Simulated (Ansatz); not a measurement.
Geometry optimisation, RKS PBE-D4/6-31G* in Ansatz.

The input (input.yaml):

```yaml
crystal:
  periodic: [false, false, false]
  atoms:
    - { symbol: Si, position_ang: [0.0, 0.0, 0.0] }
    - { symbol: Cl, position_ang: [1.2713, 0.0, 1.9526] }
    - { symbol: H, position_ang: [1.6559, 0.0, 0.1178] }
    - { symbol: H, position_ang: [-0.6877, 1.1914, -0.4862] }
    - { symbol: H, position_ang: [-0.6877, -1.1914, -0.4862] }
basis:
  gaussian: { orbitals: "6-31G*" }
hamiltonian:
  xc: pbe
  dispersion: d4
relax:
  f_tol: 0.15
  max_steps: 25
  restrain:
    - { distance: [1, 2], at: 1.37, k: 30.0 }
    - { distance: [0, 1], at: 3.33, k: 30.0 }
    - { distance: [0, 2], at: 2.66, k: 30.0 }
```

Run as:

```bash
$ ansatz run input.yaml --threads 1 --pin off --max-ram 2048MiB --backend cpu --events-out ev --progress --plain --runs-dir out
```

Question: Where does it end, and by what steps?

Answer: It converged. The restraints hold the end off the free minimum; the threshold counts their pulls, which the force column leaves out. Restrained pairs: Cl2–H3 (1.87 → 1.34 Å), Si1–Cl2 (2.33 → 3.33 Å), Si1–H3 (1.66 → 2.66 Å). After 9 steps the energy has risen by 0.616 eV (the restraints' own energy left out); Si1 moved furthest, 0.78 Å.

```tsv
step	energy less start (eV)	largest force component (eV/Å)	accepted
0	0.0000	4.383	yes
1	1.5167	6.728	yes
2	2.8902	6.835	yes
3	2.9849	5.561	yes
4	1.9360	4.109	yes
5	1.0693	2.630	yes
6	0.6677	1.118	yes
7	0.6234	0.783	yes
8	0.6198	0.915	yes
9	0.6155	0.858	yes
```

```xyz
5
Properties=species:S:1:pos:R:3
Si -0.098 0.000 -0.778
Cl 1.736 0.000 1.997
H 2.110 0.000 0.705
H -1.098 1.112 -0.413
H -1.098 -1.112 -0.413
```

Run time: 6.3 s on 1 thread of Intel(R) Xeon(R) 6975P-C (Granite Rapids), with other jobs on the host, peak memory 0.12 GiB.
